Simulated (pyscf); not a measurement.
HO–SiH₂–AsH₂ + hydrogen (H₂) -> AsH₃ + silanol (HO–SiH₃), a four-centre exchange (singlet surface; As–Si, H–H broken, As–H, H–Si formed). Optimised with ωB97X-D3(BJ)/def2-SVP in PySCF. Energies in kJ/mol from the separated reactants.

Small-basis levels: PySCF, no dispersion term, spherical d functions. AM1 to PM7: differences of heats of formation from MOPAC, which are fitted to 298 K values and so differ in kind from electronic energies by zero-point and thermal terms. Cost: rough CPU time at the saddle relative to B3LYP/6-31G*+LANL2DZ, from one job on a shared machine.

| level | barrier | reaction energy | cost |
|---|---|---|---|
| HF/6-31G*+LANL2DZ | 362.5 | -18.2 | 0.1 |
| BP86/6-31G*+LANL2DZ | ? | +7.8 | 2 |
| B3LYP/3-21G | 259.5 | +4.6 | 1 |
| M06-2X/6-31G*+LANL2DZ | ? | +6.8 | 2 |
| B3LYP/def2-SVP | 244.7 | -9.6 | 2 |
| PM3 | 193.0 | +76.4 | under 0.02 |
| PM6 | 334.5 | +157.8 | under 0.02 |
| ωB97M-D3(BJ)/def2-TZVP | ? | +3.3 | – |

Question: What belongs in the gaps?

Answer: 
- BP86/6-31G*+LANL2DZ, barrier: 234.6
- M06-2X/6-31G*+LANL2DZ, barrier: 264.6
- ωB97M-D3(BJ)/def2-TZVP, barrier: 255.6

Against the last row the barrier runs from -62.6 (PM3) to +106.9 kJ/mol (HF/6-31G*+LANL2DZ). ωB97M-D3(BJ)/def2-TZVP has limits of its own. On the product side the descent ends in a complex (not fully relaxed), 16.9 kJ/mol under the separated species and 257.7 kJ/mol under the saddle at ωB97X-D3(BJ)/def2-TZVP. The same reactants have a lower exit, to H₃Si–AsH₂ + H₂O (barrier +213.0 kJ/mol at ωB97M-D3(BJ)/def2-TZVP, against +255.6 kJ/mol here). One saddle was located; it need not be the lowest between these sides. In the def2 sets elements up to Kr have no core potential.
